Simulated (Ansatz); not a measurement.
## How far each method lies from RCCSDTQ for H2Ge–As, quartet

Geometry: that of the H2Ge–As, doublet, kept fixed. The doublet lies 1.9 eV lower here.

| atom | x (Å) | y (Å) | z (Å) |
| --- | --- | --- | --- |
| Ge | 0.0000 | 0.0000 | 1.1006 |
| As | 0.0000 | 0.0000 | -1.1202 |
| H | 0.0000 | 1.2662 | 1.9719 |
| H | 0.0000 | -1.2662 | 1.9719 |

Basis cc-pVDZ; Ansatz 0.2.0. Correlated methods freeze the noble-gas cores and the filled d shells of p-block atoms, which leaves 11 electrons in 36 orbitals. Prefix R: restricted or restricted open-shell reference; prefix U: unrestricted. Active spaces: valence = (11e, 10o) chosen from the atoms' valence shells. No spin–orbit coupling is included, and no scalar relativity.

Full CI isn't at hand for all of this; RCCSDTQ serves as the reference, and is uncertain by about the last step of the cluster series. The frozen core follows each run's orbitals, which can shift R against U totals by a few meV for light atoms and by up to 0.1 eV past Ca.

For open shells CISD is restricted-active-space CI with the open shells as a complete middle space.

The UHF ⟨S²⟩ is 3.779. The T1 diagnostic (RCCSD) is 0.0180 and the largest doubles amplitude (RCCSD) is 0.050.

```
                     level  E − E(RCCSDTQ) (kJ/mol)  share of correlation (%)     wall time
                       RHF                    510.3                      0.00             –
                      RMP2                    104.3                     79.56             –
                      CISD                     50.1                     90.19           6 s
                     RCCSD                     15.7                     96.93             –
                  RCCSD(T)                      3.4                     99.33         5.5 s
                   BCCD(T)                      3.4                     99.34           6 s
                    RCCSDT                      0.7                     99.85             –
                 RCCSDT(Q)                      0.1                     99.98          19 s
    CASSCF (valence space)                    375.0                     26.52             –
    NEVPT2 (valence space)                     95.2                     81.35         8.5 s
NEVPT4(SD) (valence space)                     10.8                     97.89    7 s (H100)
    MRCISD (valence space)                     29.3                     94.25             –
  MRCISD+Q (valence space)                      2.3                     99.54  5.5 s (H100)
```

The correlation energy at RCCSDTQ, counted from RHF, is -5.289 eV. That run took 46 s on 2 threads of AMD EPYC 7R13 with a shared H100 80 GB, shared host.

Run but not shown, since their state or frozen core can't be matched to the reference's or they repeat it: UHF, UMP2, UCCSD, UCCSD(T), UCCSDT, UCCSDT(Q).

Times hold each run's SCF and search for its determinant on a shared host, so for small cases they say little of a method's own cost; rows without a card ran on 1 thread of AMD EPYC 7R13.

Natural occupations of CASSCF (valence space) about the gap: 1.978 1.973 1.967 1.003 1.001 0.998 0.045 0.023 0.020; effectively unpaired electrons, Σ n²(2−n)², 3.02.
